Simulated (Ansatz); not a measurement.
System: A-type hexagonal La2O3. Method: r²SCAN-D4 (PAW; Ansatz, a quantum-chemistry and plane-wave program).

Settings: plane-wave cutoff 560 eV, 12×12×6 k mesh (along the axes of the cell as run), Fermi–Dirac smearing 0.01 eV, scalar-relativistic PAW data made under PBE.

Cell (relaxed at this level):

```xyz
5
Lattice="1.9643 -3.4022 0.0000 1.9643 3.4022 0.0000 0.0000 0.0000 6.0966" Properties=species:S:1:pos:R:3 pbc="T T T"
La     1.9643     1.1341     1.4977
La     1.9643    -1.1341     4.5988
O      0.0000     0.0000     0.0000
O      1.9643     1.1341     3.9414
O      1.9643    -1.1341     2.1551
```

Predict the bulk modulus, smallest direct gap on the k points sampled, Γ–Γ gap, pressure derivative B′ of the bulk modulus and band gap.


* **bulk modulus**: 117 GPa
* **smallest direct gap on the k points sampled**: 4.34 eV
* **Γ–Γ gap**: 4.91 eV
* **pressure derivative B′ of the bulk modulus**: 3.6
* **band gap**: 4.23 eV

Measured, for comparison: bulk modulus 113 GPa (300 K, not corrected to a static lattice; as tabulated in Santana et al. (2016), arXiv:1608.06321). Computed (rounded) less measured: bulk modulus +4 %. A static lattice is as a rule a little smaller and stiffer than an uncorrected measurement, which narrows the difference in the bulk modulus and would widen misses of the other sign.

Note: the bulk modulus comes from volumes at which shape and atoms were relaxed.

Spin–orbit coupling is not included.

The computed numbers hold no vibrational or temperature effects.

Computing time: roughly 9 core-minutes.
